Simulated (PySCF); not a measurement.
Compound: H3Si(SH), H₄SSi.
Geometry (GFN2-xTB, Å), atoms numbered from 1 in this order:
```
atom  x, y, z in Å
Si1   -0.5801   -0.0095    0.0122
S2     1.3945    0.8045   -0.2058
H3    -0.6846   -0.5612    1.3569
H4    -1.4397    1.1391   -0.2050
H5    -0.7429   -1.0497   -0.9953
H6     2.0558   -0.3213    0.0154
```

Theory: PySCF 2.14.0, delta-SCF UKS SCAN, pcX-2 on the ionised atom, pcseg-1 elsewhere, spin-free X2C. Each 1s hole has a ground state of its own, since the core basis sits on the ionised atom alone.

| ionised atom | basis functions | E(ground) (Eh) | E(ionised) (Eh) |
| --- | --- | --- | --- |
| Si1 | 98 | -691.72583 | -623.84254 |
| S2 | 98 | -691.80561 | -600.77260 |

**Question.** Turn these total energies into binding energies.

**Answer.** E(ionised) − E(ground), at 27.2114 eV a hartree:

```
atom                environment  difference (Eh)  binding energy (eV)
 Si1               SiH3 silicon         67.88329              1847.20
  S2  sulfur bonded to Si and H         91.03301              2477.13
```

**Question.** How much do the ground-state energies differ, and what would follow from using one of them for all holes?

**Answer.** They run from -691.8056 Eh (core basis on S2) to -691.7258 Eh (on Si1), 0.0798 Eh or 2.17 eV apart, though the state is the same; only basis and grid differ. Pairing the ion of Si1 with the ground state of S2 would put its binding energy 2.17 eV too high.

Only 1s holes are shown. Isolated species at its GFN2-xTB geometry, gas phase.

Hardware: one thread of an Arm Neoverse N1, shared host. Cost: 9.8 s.
